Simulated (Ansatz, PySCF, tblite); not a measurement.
Bond stretch in C2H2O, SMILES C=C=O. The C1–C4 bond (C1 also carries H, H; C4 carries O) is pulled apart rigidly from the PBE0/def2-TZVP optimised geometry.

Methods: RHF/STO-3G = restricted Hartree-Fock/STO-3G in PySCF; GFN2-xTB, 300 K electronic temperature (tblite); UHF/cc-pVTZ (Ansatz, a first-principles code); RKS-B3LYP/6-311+G** = restricted B3LYP/6-311+G**, spherical d in PySCF.

Energies are in kcal/mol, each relative to the lowest point of its own curve near equilibrium.

```csv
R / Å,RHF/STO-3G,GFN2-xTB,UHF,RKS-B3LYP/6-311+G**
1.05,…,80.6,80.6,82.3
1.11,50.6,39.6,40.8,42.7
1.19,14.5,10.3,11.5,13.0
1.25,2.7,1.4,…,2.9
1.28,0.4,0.0,…,0.7
1.31,0.0,0.2,0.0,0.0
1.34,1.2,…,1.1,0.6
1.40,7.6,8.0,6.3,4.7
1.46,17.7,17.1,…,11.8
1.53,32.4,30.2,26.6,22.4
1.59,46.4,42.5,37.9,32.6
1.76,85.9,78.7,70.0,63.0
1.97,122.8,118.6,90.2,96.5
2.13,140.0,142.3,88.3,116.5
2.33,…,—,—,134.4
2.58,161.8,—,—,148.1
2.84,166.4,—,—,155.8
3.22,169.4,—,—,160.9
3.53,170.4,—,—,162.7
3.94,170.9,—,—,163.7
4.60,171.3,—,—,164.1
```

**Question.** Complete the blanks.

**Answer.** 
- 1.05, RHF/STO-3G: 99.0
- 1.25, UHF: 2.0
- 1.28, UHF: 0.2
- 1.34, GFN2-xTB: 1.8
- 1.46, UHF: 14.6
- 2.33, RHF/STO-3G: 152.9

A dash means that the run gave no value there, or that the column was ended at a point which the program doubted or which failed a test of continuity chosen for this set; such a test can also cut sound points.

The restricted form behind RHF/STO-3G, RKS-B3LYP/6-311+G** keeps the bonding electrons paired and can't separate into open-shell fragments. The unrestricted determinant behind UHF is spin-contaminated at 1.97 to 4.60 Å (<S²> up to 1.0, against 0.00 for a pure singlet).
